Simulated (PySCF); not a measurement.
## Spin states of AlH

Unrestricted PBE0; Al def2-TZVPPD, H def2-TZVPPD; no relativity (PySCF 2.14). Outer shells of the fragments: Al 3s2 3p1; H 1s1.

Followed along the bond (rough minima from three points):

| 2Ms+1 | unpaired | ⟨S²⟩ at the start | R at minimum (Å) | Te (eV) |
| --- | --- | --- | --- | --- |
| 1 | none | 0.00 | 1.67 | 0.00 |
| 3 | σ ↑, π ↑ | 2.00 | 1.61 | 1.67 |

Solutions found at the starting distance of 1.515 Å, counted from the lowest of them; the search is not exhaustive and high or unbound solutions are not listed, so other states can lie among these:

```
2Ms+1  unpaired   term  E (eV)  ⟨S²⟩  ⟨Lz²⟩  μ (D)
    1      none    ¹Σ⁺    0.00  0.00   0.00   0.46
    3  σ ↑, π ↑     ³Π    1.58  2.00   1.00  -0.46
    1  σ ↑, π ↓  mixed    2.05  1.02   1.01  -0.41
    3      π ↑↑    ³Σ⁻    4.64  2.10   0.00  -1.08
    1      π ↑↓  mixed    5.03  1.01   2.02  -1.20
    3      σ ↑↑    ³Σ⁺    5.15  2.01   0.00   0.55
    1      none  mixed    5.79  0.00   2.00  -1.17
    3  σ ↑, δ ↑     ³Δ    6.18  2.00   4.00  -0.27
    1  σ ↑, δ ↓  mixed    6.26  1.01   4.00  -0.22
```

A term symbol is given only where ⟨S²⟩ and ⟨Lz²⟩ are close to those of a pure state; real π, δ and φ orbitals otherwise mix terms. A positive dipole means Al(−)H(+).

Question: Compare the gap between the two lowest followed solutions at the starting distance with the gap between their minima.

Answer: At PBE0 the second solution (triplet, unpaired electrons σ ↑, π ↑) lies +1.58 eV from the first (singlet, closed shell) at 1.515 Å and +1.67 eV at the minima; the two curves relax by different amounts, since their minima lie near 1.61 and 1.67 Å.

Counting both spins, an empty level lies below a filled one in some of these solutions, because spin and occupation are held.
